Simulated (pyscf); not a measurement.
Optimised with ωB97X-D3(BJ)/def2-SVP in PySCF.

Problem. PBE/def2-TZVP puts the barrier of F–GeH₂• + ammonia (NH₃) → H₂N–GeH₂–F + H atom (H•) (substitution at N; doublet surface; H–N broken, Ge–N formed) at 23.7 kcal/mol and the reaction energy at +19.7 kcal/mol, from the separated reactants. What do r²SCAN/def2-TZVP, B3LYP-D3(BJ)/def2-TZVP, ωB97M-D3(BJ)/def2-TZVP give on the same structures?

Solution. r²SCAN: ΔE‡ = 24.8 kcal/mol, ΔE = +19.1 kcal/mol; B3LYP-D3(BJ): ΔE‡ = 27.6 kcal/mol, ΔE = +20.8 kcal/mol; ωB97M-D3(BJ): ΔE‡ = 32.6 kcal/mol, ΔE = +19.0 kcal/mol. PBE's barrier lies under all of them, by 1.1 to 8.9 kcal/mol. Its reaction energy lies among theirs. On the reactant side the descent ends in a complex, 7.0 kcal/mol under the separated species and 38.0 kcal/mol under the saddle at ωB97X-D3(BJ)/def2-TZVP. One saddle was located; it need not be the lowest between these sides. The angle at the attacked N is 137°. Elements up to Kr have no core potential and no relativistic terms here.
